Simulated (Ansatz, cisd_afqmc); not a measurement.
System: C$_{2}$H$_{3}$O, charge 1, singlet. C2H3O+ (SMILES C=C=[OH+]).
B3LYP-D3(BJ)/def2-TZVP minimum from Ansatz (a first-principles code):
```xyz
6

C     -0.0061    -0.0853    -1.2778
C     -0.0120     0.0004    -0.0096
H      0.0660     0.8158    -1.8866
H     -0.0965    -1.0582    -1.7606
O      0.1076     0.0716     1.2050
H     -0.7217     0.1789     1.7314
```
Charge +1, spin multiplicity 1.

Total energies in cc-pVDZ, 16 correlated electrons, 3 frozen orbitals. Open shells are spin-unrestricted; no spin-orbit coupling. Cores are frozen in correlated methods. No relativity. AFQMC/CISD: phaseless, guided by CISD from CCSD amplitudes; bars are statistical, one sigma. Outlying blocks are dropped, and bars are widened where a walk drifts. Over all cases where full CI ran beside it in this data, AFQMC minus full CI had a median of +0.1 mEh and passed +0.4 mEh in a tenth of the cases.

| method | program | energy (Eh) | minus CCSDT(Q) (mEh) |
|---|---|---|---|
| HF | Ansatz | -152.00437 | 466.66 |
| MP2 | Ansatz | -152.42775 | 43.28 |
| CCSD | Ansatz | -152.45344 | 17.59 |
| CCSD(T) | Ansatz | -152.46892 | 2.11 |
| CCSDT(Q) | Ansatz | -152.47103 | 0.00 |
| AFQMC/CISD | cisd_afqmc | -152.4713 ± 0.0004 | -0.3 ± 0.4 |

Rough core times of Ansatz's runs on a shared machine: CCSD(T) under 20 s, CCSDT(Q) 30 s.
